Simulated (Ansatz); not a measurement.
## [SiH3···H···Cl], doublet: transfer scan

Starting geometry:

```xyz
6

Si   -1.7000    0.0000    0.0000
H    -2.1948    1.3997    0.0000
H    -2.1948   -0.6999    1.2122
H    -2.1948   -0.6999   -1.2122
H    -0.2154    0.0000    0.0000
Cl    1.5400    0.0000    0.0000
```

From there H5 is moved from one fragment to the other while all else, the fragments' distance too, stays fixed; atoms are numbered as listed. Energies are in eV, counted from the starting geometry at the same level.

Basis cc-pVDZ; Ansatz 0.2.0. Only valence electrons are correlated (noble-gas cores frozen). R marks a restricted (for open shells ROHF) determinant, U an unrestricted one. Active spaces: valence = (15e, 12o) chosen from the atoms' valence shells.

For open shells CISD is restricted-active-space CI with the open shells as a complete middle space. Runs in a small pair space aren't shown, since their orbitals change along the scan.

Full CI isn't at hand for all of this; UCCSDT(Q) serves as the reference, and is uncertain by about the last step of the cluster series. The frozen core follows each run's orbitals, which can shift R against U totals by a few meV.

```
distance Si1-H5 (Å)  UCCSDT(Q)  error UHF  error CISD  error RCCSD  error UCCSD  error UCCSD(T)  error CASSCF (valence space)
              1.485      0.000      0.000       0.000        0.000        0.000           0.000                         0.000
              1.543     -0.037      0.055       0.021        0.009        0.008           0.002                         0.010
              1.658     -0.070      0.152       0.049        0.024        0.021           0.004                         0.025
              1.774     -0.123      0.197       0.051        0.028        0.026           0.004                         0.030
              1.890     -0.171      0.178       0.026        0.019        0.019           0.002                         0.021
```

Errors are those of relative energies. In total energy the starting point itself misses UCCSDT(Q) by: UHF 7.941, CISD 0.910, RCCSD 0.171, UCCSD 0.168, UCCSD(T) 0.034, CASSCF (valence space) 6.483 eV.

Spread of the error over the points with a reference, to 1.890 Å (largest less smallest): UCCSD(T) 0.004, UCCSD 0.026, RCCSD 0.028, CASSCF (valence space) 0.030, CISD 0.051, UHF 0.197 eV.
